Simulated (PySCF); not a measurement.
Redox energetics: silyl radical

Parent: silyl radical, `[SiH3]` (SiH3•, doublet). Non-hydrogen atoms are numbered in `[SiH3:1]`.

Level of theory: ωB97X-D3(BJ)/ma-def2-TZVP single points in PySCF, grid level 2; every species was optimised with PBE0-D3(BJ)/ma-def2-SVP. Zero-point and thermal terms (298.15 K, 1 bar) come from unscaled PBE0-D3(BJ)/ma-def2-SVP harmonic frequencies, with soft modes damped to free rotors in the entropy.

Frontier levels of the parent: HOMO -8.58 eV, LUMO -0.88 eV.

Oxidation to the singlet cation:
* Vertical ionisation energy (electronic): 8.82 eV
* Adiabatic ionisation energy (with zero-point energy): 8.11 eV
* Adiabatic, electronic part: 8.09 eV
* Vertical gap at the product's structure: 7.83 eV
* Inner reorganisation energy (four-point): 988 meV
* Relaxation of product / of parent: 735 / 253 meV
* Largest changes of atomic charge: Si1 0.73, H (on Si1) 0.09, H (on Si1) 0.09, H (on Si1) 0.09
* Distances that move most (Å): Si1–H 1.494 → 1.479; Si1–H 1.494 → 1.479; Si1–H 1.494 → 1.479

Vertical ionisation energy to the triplet cation: 12.85 eV. This state was not relaxed.

Vertical electron affinity to the singlet anion: 0.90 eV. This state was not relaxed.

Vertical electron affinity to the triplet anion: -1.33 eV. The extra electron is not bound at this structure, the number hangs on the basis, and the ion was not relaxed.

Measured values (NIST Chemistry WebBook, evaluated or the median of agreeing entries): vertical ionisation energy 8.74 eV (computed 8.82, difference 0.08); adiabatic ionisation energy 8.13 eV (computed 8.11, difference -0.02).
